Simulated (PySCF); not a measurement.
Compound: C2H3FS.
Structure used (PBE0-D3(BJ)/def2-SVP), in Å, numbered top down from 1:
```
atom  x, y, z in Å
F1    -1.5811    0.3538   -0.7956
C2    -0.7349   -0.1287    0.1326
C3     0.7049   -0.0948   -0.1674
S4     0.1729    1.0430    1.1472
H5    -1.1699   -0.9877    0.6564
H6     0.9886    0.3826   -1.1115
H7     1.3357   -0.9374    0.1359
```

Theory: PySCF, TDDFT CAM-B3LYP/def2-SVPD, vertical, gas phase, core orbitals frozen in the response.

Ground-to-excited transition dipoles (e·a0, same axes as the geometry; the sign carries no meaning), for the states with f of 0.002 or more among the lowest 8:

```
state  E (eV)      μx      μy      μz
   S2   6.529   0.000  -0.243   0.195
   S3   6.881   0.105   0.000   0.512
   S4   7.377  -0.064   0.254   0.026
   S5   7.564  -0.257  -0.307  -0.254
   S6   7.852   0.199  -0.422  -0.058
   S7   8.037   0.299  -0.216  -0.342
   S8   8.273   0.075  -0.074  -0.004
```

Problem. Work out the oscillator strengths.

Solution. f = (2/3) ΔE |μ|² with ΔE in hartree (27.2114 eV).

```
state  |μ|² (au)  |μ| (D)      f
   S2      0.097     0.79  0.015
   S3      0.273     1.33  0.046
   S4      0.069     0.67  0.013
   S5      0.225     1.20  0.042
   S6      0.221     1.19  0.042
   S7      0.253     1.28  0.050
   S8      0.011     0.27  0.002
```

Problem. Which bond between heavy atoms lies closest to the direction of the S7 transition dipole?

Solution. C3–S4, at 21° from it; next C2–C3 at 45°.

Problem. What angle do the transition dipoles of S3 and S6 make?

Solution. |cos θ| = |μa·μb| / (|μa| |μb|) = 0.04, so θ ≈ 88° (taken between 0 and 90°, since the signs are arbitrary).

The vertical ionisation energy (ΔSCF) is 9.62 eV, 1.35 eV above S8.

Time: 7.8 s. Hardware: x86-64 server, one thread, no GPU (shared host).
